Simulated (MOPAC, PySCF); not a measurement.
H4Si, SMILES `[SiH4]`, neutral singlet in the gas phase. 

Cartesian coordinates (Å):
```xyz
5

Si     0.0000     0.0000     0.0000
H      0.1200    -0.8384     1.2193
H      1.2330     0.8098    -0.1671
H     -1.1708     0.9030     0.1336
H     -0.1823    -0.8744    -1.1858
```
Charge 0, multiplicity 1.

All levels are single points at this geometry (PBE0-D3(BJ)/def2-TZVP); Pople sets use spherical d functions. Orbital energies aren't observables, and empty levels follow the basis.

HF/6-31G* in PySCF gives gap (eV) = 17.75.

Problem. Estimate the gap (eV) from each of these levels: PBE-D3(BJ)/def2-TZVP in PySCF; TPSSh-D3(BJ)/def2-TZVP in PySCF; B3LYP/3-21G in PySCF; B3LYP/6-311+G** in PySCF; B3LYP/6-31G* in PySCF; B3LYP/LANL2DZ in PySCF; M06-2X/6-31G* in PySCF; PBE/6-31G* in PySCF; HF/STO-3G in PySCF; PM3 in MOPAC; PM6 in MOPAC; PM7 in MOPAC.

Solution. 
| level | gap (eV) |
|---|---|
| PBE-D3(BJ)/def2-TZVP in PySCF | 8.74 |
| TPSSh-D3(BJ)/def2-TZVP in PySCF | 10.07 |
| B3LYP/3-21G in PySCF | 11.45 |
| B3LYP/6-311+G** in PySCF | 9.75 |
| B3LYP/6-31G* in PySCF | 11.00 |
| B3LYP/LANL2DZ in PySCF | 11.52 |
| M06-2X/6-31G* in PySCF | 13.42 |
| PBE/6-31G* in PySCF | 9.23 |
| HF/STO-3G in PySCF | 25.49 |
| PM3 in MOPAC | 12.42 |
| PM6 in MOPAC | 12.61 |
| PM7 in MOPAC | 14.93 |
